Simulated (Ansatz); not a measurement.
The inner images of a band of C$_{2}$H$_{6}$N$_{2}$ (10 atoms, charge 0, multiplicity 1) are given out of order.

All numbers below come from RKS PBE0-D4/def2-SVP (Ansatz).

Initial state:

```xyz
10
Properties=species:S:1:pos:R:3
C -0.700 0.259 -1.009
C -0.023 -0.321 0.202
N -0.279 -1.521 0.553
N 0.804 0.563 0.861
H -1.362 -0.499 -1.441
H -1.290 1.148 -0.737
H 0.040 0.566 -1.765
H 0.250 -1.778 1.393
H 1.429 0.200 1.569
H 1.133 1.384 0.373
```

Final state:

```xyz
10
Properties=species:S:1:pos:R:3
C -0.658 0.154 -0.882
C 0.114 -0.254 0.348
N 0.073 -1.393 0.923
N 0.882 0.751 0.884
H -1.280 -0.673 -1.247
H -1.306 1.017 -0.662
H 0.027 0.455 -1.692
H -0.588 -2.004 0.444
H 1.525 0.459 1.609
H 1.209 1.489 0.275
```

Q: Put them in order from the first end to the last, with their energies above the first end.
A.
```xyz
10
Properties=species:S:1:pos:R:3
C -0.677 0.188 -0.908
C 0.092 -0.280 0.317
N 0.109 -1.390 0.947
N 0.884 0.718 0.835
H -1.334 -0.577 -1.336
H -1.281 1.078 -0.660
H 0.029 0.511 -1.694
H -0.527 -2.134 0.685
H 1.522 0.394 1.552
H 1.183 1.492 0.262
```
B.
```xyz
10
Properties=species:S:1:pos:R:3
C -0.676 0.259 -0.987
C 0.014 -0.311 0.226
N -0.303 -1.510 0.530
N 0.848 0.599 0.844
H -1.323 -0.527 -1.388
H -1.289 1.132 -0.714
H 0.043 0.574 -1.761
H 0.077 -1.966 1.358
H 1.495 0.322 1.568
H 1.116 1.427 0.324
```
C.
```xyz
10
Properties=species:S:1:pos:R:3
C -0.691 0.236 -0.941
C 0.065 -0.282 0.276
N 0.073 -1.389 0.881
N 0.896 0.689 0.805
H -1.359 -0.525 -1.357
H -1.279 1.133 -0.682
H 0.017 0.548 -1.731
H -0.438 -2.246 0.963
H 1.523 0.352 1.526
H 1.192 1.485 0.262
```
D.
```xyz
10
Properties=species:S:1:pos:R:3
C -0.686 0.258 -0.961
C 0.056 -0.273 0.260
N -0.080 -1.418 0.721
N 0.899 0.680 0.810
H -1.353 -0.521 -1.345
H -1.279 1.150 -0.699
H 0.017 0.552 -1.758
H -0.305 -2.262 1.188
H 1.536 0.357 1.525
H 1.194 1.475 0.261
```
E.
```xyz
10
Properties=species:S:1:pos:R:3
C -0.670 0.256 -0.973
C 0.048 -0.284 0.253
N -0.233 -1.469 0.579
N 0.874 0.661 0.835
H -1.324 -0.536 -1.356
H -1.283 1.135 -0.712
H 0.035 0.558 -1.763
H -0.125 -2.157 1.300
H 1.522 0.372 1.552
H 1.157 1.466 0.286
```

A: B (+0.13 eV), E (+0.61 eV), D (+1.07 eV), C (+0.57 eV), A (+0.09 eV).

Time of the run: 2.9 min on 1 thread of Arm Neoverse V2, on a shared host, peak memory 0.27 GiB.
